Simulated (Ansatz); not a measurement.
# How far each method lies from RCCSDT(Q) for HN–OH, doublet

Geometry: a point of a stretch scan, not a stationary point.

```xyz
4

N     0.0000   -0.2167    0.8614
O     0.0000    0.1866   -0.7592
H     0.0000    0.7115    1.2984
H     0.0000   -0.6623   -1.2170
```

Basis cc-pVDZ; Ansatz 0.2.0. Correlated methods freeze the noble-gas cores, which leaves 13 electrons in 36 orbitals. Prefix R: restricted or restricted open-shell reference; prefix U: unrestricted. Active spaces: pair = (3e, 3o) about the gap; valence = (13e, 10o) chosen from the atoms' valence shells.

Full CI isn't at hand for all of this; RCCSDT(Q) serves as the reference, and is uncertain by about the last step of the cluster series. The frozen core follows each run's orbitals, which can shift R against U totals by a few meV.

Unrestricted rows (U) aren't spin-pure: their determinants' ⟨S²⟩ exceeds S(S+1) by up to 0.34, so they mix in states of higher spin. For open shells CISD is restricted-active-space CI with the open shells as a complete middle space.

The UHF ⟨S²⟩ is 1.086, the T1 diagnostic (RCCSD) is 0.0325 and the largest doubles amplitude (RCCSD) is 0.086. The T1 diagnostic (UCCSD) is 0.0621.

```tsv
level	E − E(RHF) (eV)
UHF	-0.3701
RMP2	-9.3843
UMP2	-8.7522
RCCSD	-10.0515
UCCSD	-10.0497
RCCSD(T)	-10.3665
UCCSD(T)	-10.3452
```

(1) Estimate how far RCCSDT(Q) in cc-pVDZ lies from RCCSD(T). The table doesn't fix it; the size of (T) and the diagnostics are the guide.

(1) RCCSDT(Q) in cc-pVDZ lies 7.5 kJ/mol below RCCSD(T), which is 25 % of the (T) step (-30.4 kJ/mol). T1 is raised, but (T) still catches most of what CCSD lacks. The miss exceeds 1 kcal/mol.

The other levels:

```csv
level,E − E(RCCSDT(Q)) (kJ/mol),share of correlation (%),wall time
CISD,119.0,88.19,2.6 s
BCCD(T),7.7,99.23,1.7 s
RCCSDT,3.7,99.63,–
UCCSDT,3.5,99.66,–
UCCSDT(Q),-1.0,100.10,22 s
CASSCF (pair space),870.6,13.60,–
NEVPT2 (pair space),97.7,90.31,0.36 s
MRCISD (pair space),86.9,91.38,–
MRCISD+Q (pair space),16.4,98.37,0.6 s
CASSCF (valence space),689.7,31.56,–
NEVPT2 (valence space),106.8,89.40,2.5 s
MRCISD (valence space),46.3,95.41,–
MRCISD+Q (valence space),4.2,99.58,6 s
```

The correlation energy at RCCSDT(Q), counted from RHF, is -10.444 eV. That run took 24 s on 1 thread of Intel Xeon 6975P-C, shared host.

Times hold each run's SCF and search for its determinant on a shared host, so for small cases they say little of a method's own cost; they ran on 1 thread of Intel Xeon 6975P-C.

Natural occupations of CASSCF (valence space) about the gap: 1.981 1.977 1.974 1.893 1.018 0.113 0.026 0.025; effectively unpaired electrons, Σ n²(2−n)², 1.10.
